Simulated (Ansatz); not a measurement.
# CCSDT/STO-3G run of [HF2]− (SMILES F[H-]F)

Aim: the vertical ionisation energy of [HF2]− at CCSDT/STO-3G, from 2 runs. 

The results are computed with Ansatz 0.2.0.

1 further run of the same task is left out (set aside as unsound or not needed).

## (1) The structure to begin with

[HF2]− has 3 atoms, charge -1, and is taken as a singlet. As SMILES, `F[H-]F`. Geometry: relaxed at PBE0-D4/def2-TZVPD.

A long bond or contact: F1–H2 1.143 Å.

## (2) The energy at CCSDT/STO-3G

Contents of run.yaml:

```yaml
crystal:
  periodic: [false, false, false]
  atoms:
    - {symbol: F, position_ang: [-0.973200, 0.344400, -0.491000]}
    - {symbol: H, position_ang: [-0.000000, 0.000000, -0.000000]}
    - {symbol: F, position_ang: [0.973200, -0.344400, 0.491000]}
basis:
  gaussian:
    orbitals: STO-3G
total_charge: -1
correlation:
  method: ccsdt
  frozen_orbitals: {F: 1, H: 0}
accuracy: high
scf:
  omitted_lower_state_checks: [cluster_reference, increment]
```

On the command line:

```console
$ ansatz run run.yaml --threads 1 --pin off --max-ram 2610MiB --events-out events.jsonl --progress --plain --runs-dir runs
```

Log:

```text
Warning: RAYON_NUM_THREADS=1 ignored (pool sized by the plan → 1); use --threads N
Functional definition: HF
  name "HF"
  exchange = exact_x
  correlation = 0
these checks for a lower state are left out or cut short: cluster_reference, increment
160 factors; integrals over basis functions are off by at most 3.7e-8 eV
mean field evaluation 1: about -5342.6039 eV, gradient 1.1e1 eV
mean field evaluation 2: about -5342.6481 eV, gradient 1.1e1 eV
mean field evaluation 4: about -5343.1739 eV, gradient 8.1e-2 eV
mean field evaluation 8: about -5343.1733 eV, gradient 8.5e-5 eV
mean field -5343.17326543 eV, -196.3579957715 hartree, gradient 3.0e-9 eV, S^2 0.000000; 0 other end points of the search recorded, 0 dependent functions left out
2 core orbitals not correlated: weight in the atoms' cores, before any rotation towards them, 1.000 or more for the frozen orbitals, at most 0.000 for the correlated occupied ones
reference -5343.17326543 eV, -196.3579957715 hartree; 8, 8 occupied and 1, 1 virtual orbitals, 160 factors
second order -0.60418933 eV of doubles, -0.00000000 eV of singles
cycle   1  -0.71645460 eV  change   -1.1e-1 eV  update   2.8e-2
cycle   2  -0.77802880 eV  change   -6.2e-2 eV  update   1.1e-2
cycle   3  -0.77832785 eV  change   -3.0e-4 eV  update   1.2e-3
cycle   4  -0.77838475 eV  change   -5.7e-5 eV  update   2.8e-4
cycle   5  -0.77844690 eV  change   -6.2e-5 eV  update   4.6e-5
cycle   6  -0.77844544 eV  change    1.5e-6 eV  update   4.7e-6
cycle   7  -0.77844579 eV  change   -3.5e-7 eV  update   2.0e-7
cycle   8  -0.77844566 eV  change    1.3e-7 eV  update   4.6e-8
cycle   9  -0.77844571 eV  change   -5.3e-8 eV  update   1.3e-8
cycle  10  -0.77844574 eV  change   -2.9e-8 eV  update   6.8e-9
cycle  11  -0.77844565 eV  change    9.0e-8 eV  update   1.6e-8
cycle  12  -0.77844562 eV  change    2.7e-8 eV  update   4.1e-9
cycle  13  -0.77844563 eV  change   -5.6e-9 eV  update  7.0e-10
cycle  14  -0.77844562 eV  change    1.2e-9 eV  update  2.1e-10
Total energy: -5343.95171105 eV, -196.3866031206 hartree
Checks for a lower state left out: cluster_reference, increment
```

Wall time 0.1 s (1 thread of Arm Neoverse V1, shared host).

## (3) Doublet neutral HF2, same level

Contents of molecule.yaml:

```yaml
crystal:
  periodic: [false, false, false]
  atoms:
    - {symbol: F, position_ang: [-0.973200, 0.344400, -0.491000]}
    - {symbol: H, position_ang: [-0.000000, 0.000000, -0.000000]}
    - {symbol: F, position_ang: [0.973200, -0.344400, 0.491000]}
basis:
  gaussian:
    orbitals: STO-3G
magnetization:
  spin_polarized: true
  initial_magnetization: 1
correlation:
  method: ccsdt
  frozen_orbitals: {F: 1, H: 0}
accuracy: high
scf:
  omitted_lower_state_checks: [cluster_reference, increment]
```

On the command line:

```console
$ ansatz run molecule.yaml --threads 1 --pin off --max-ram 2610MiB --events-out events.jsonl --progress --plain --runs-dir runs
```

Log:

```text
Warning: RAYON_NUM_THREADS=1 ignored (pool sized by the plan → 1); use --threads N
[... 4 set-up lines as earlier in the session ...]
these checks for a lower state are left out or cut short: cluster_reference, increment
160 factors; integrals over basis functions are off by at most 3.7e-8 eV
mean field evaluation 1: about -5344.4608 eV, gradient 5.5e0 eV
mean field evaluation 2: about -5344.4945 eV, gradient 5.7e0 eV
mean field evaluation 4: about -5344.7621 eV, gradient 6.6e-2 eV
mean field evaluation 8: about -5344.7619 eV, gradient 5.5e-5 eV
mean field evaluation 16: about -5345.2846 eV, gradient 3.2e0 eV
mean field evaluation 32: about -5347.6862 eV, gradient 2.1e-1 eV
mean field -5347.68353720 eV, -196.5237452020 hartree, gradient 9.0e-9 eV, S^2 0.844215; 3 other end points of the search recorded, 0 dependent functions left out
2 core orbitals not correlated: weight in the atoms' cores, before any rotation towards them, 1.000 or more for the frozen orbitals, at most 0.000 for the correlated occupied ones
reference -5347.68353720 eV, -196.5237452020 hartree; 8, 7 occupied and 1, 2 virtual orbitals, 160 factors
second order -0.51811932 eV of doubles, -0.00000000 eV of singles
cycle   1  -0.73616962 eV  change   -2.2e-1 eV  update   4.8e-2
cycle   2  -1.04445102 eV  change   -3.1e-1 eV  update   3.2e-2
cycle   3  -1.07388295 eV  change   -2.9e-2 eV  update   7.2e-3
cycle   4  -1.07733366 eV  change   -3.5e-3 eV  update   8.9e-4
cycle   5  -1.07748481 eV  change   -1.5e-4 eV  update   2.1e-4
cycle   6  -1.07726786 eV  change    2.2e-4 eV  update   6.2e-5
cycle   7  -1.07734327 eV  change   -7.5e-5 eV  update   1.5e-5
cycle   8  -1.07736243 eV  change   -1.9e-5 eV  update   6.0e-6
cycle   9  -1.07734623 eV  change    1.6e-5 eV  update   3.2e-6
cycle  10  -1.07735460 eV  change   -8.4e-6 eV  update   1.5e-6
cycle  11  -1.07735463 eV  change   -3.7e-8 eV  update   4.8e-7
cycle  12  -1.07735404 eV  change    5.9e-7 eV  update   1.6e-7
cycle  13  -1.07735410 eV  change   -6.2e-8 eV  update   3.4e-8
cycle  14  -1.07735413 eV  change   -2.3e-8 eV  update   1.4e-8
cycle  15  -1.07735395 eV  change    1.7e-7 eV  update   3.8e-8
cycle  16  -1.07735373 eV  change    2.2e-7 eV  update   2.2e-8
cycle  17  -1.07735372 eV  change    8.4e-9 eV  update   3.1e-9
cycle  18  -1.07735372 eV  change   -1.7e-9 eV  update   1.3e-9
Total energy: -5348.76089092 eV, -196.5633372211 hartree
Checks for a lower state left out: cluster_reference, increment
```

It took 0.3 s on 1 thread of Arm Neoverse V1, shared host.

## (4) Summary of results

At CCSDT/STO-3G, 2 core orbitals frozen:

```
                                                        quantity          value
                                    singlet [HF2]−: total energy  -196.38660 Eh
     singlet [HF2]−: correlation energy (2 core orbitals frozen)      -28.6 mEh
                                   singlet [HF2]−: T1 diagnostic          0.006
                               doublet neutral HF2: total energy  -196.56334 Eh
doublet neutral HF2: correlation energy (2 core orbitals frozen)      -39.6 mEh
          doublet neutral HF2: ⟨S²⟩ of the reference determinant          0.844
                              doublet neutral HF2: T1 diagnostic          0.014
             vertical detachment energy (to the doublet neutral)      -4.809 eV
```

What this shows: The species is unbound against losing an electron at this level, by 4.81 eV (−464 kJ/mol); missing correlation or diffuse functions can give that sign where the real anion is bound. In a minimal basis such a difference can be off by several eV, whatever the method.
